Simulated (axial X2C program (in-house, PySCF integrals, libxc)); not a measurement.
**A two-component session on ClF⁺: EOM-IP-CCSD levels**

Aim: EOM-IP-CCSD levels of ClF⁺, with spin–orbit coupling in the Hamiltonian from the start.

Program: an in-house X2C program for linear molecules on PySCF integrals. Level of theory: two-component X2C with atomic mean-field terms, Cl dyall-av3z, F dyall-av3z. These are calculated values, not measurements.

### Step 1. Input

Input file task.json:

```json
{"zs": [17, 9], "q": 1, "bas": ["dyall-av3z", "dyall-av3z"], "r0": 1.63, "eom": "ip", "rq": 0, "thr": -2.0, "nmax": 95, "grid": [1, 0.96, 1.045, 0.92, 1.09, 1.15]}
```

Keys: zs atomic numbers; q charge; bas basis sets; r0 starting distance in Å; eom kind of EOM run; thr threshold in hartree for freezing inner shells (an s shell follows its p shell); nmax most natural virtual spinors; grid distances as factors.

Started as:

```bash
> python soeom.py task.json out
```

Further steps of the session: EOM-IP-CCSD at 1.631 Å.

Before running it: what results should come out? Wanted: next root led by one particle; T1 of the reference; lowest state, Re and ωe.

As calculated:

```
                     quantity                           value
       lowest root at 1.631 Å              Ω = 3/2, 12.663 eV
next root led by one particle  Ω = 1/2, about 620 cm⁻¹ higher
          T1 of the reference                           0.011
      lowest state, Re and ωe               1.542 Å, 945 cm⁻¹
```

**Reading.** Removing an electron from the reference determinant of ClF costs 12.66 eV and empties a spinor of 73% Cl pπ, 19% F pπ. Errors of 0.1 to 0.3 eV are usual at this size, and roots led by higher excitations are left out, so the list is incomplete, and low states of that kind can be missing. The bond is 0.093 Å shorter than in the closed-shell reference at CCSD (1.635 Å).
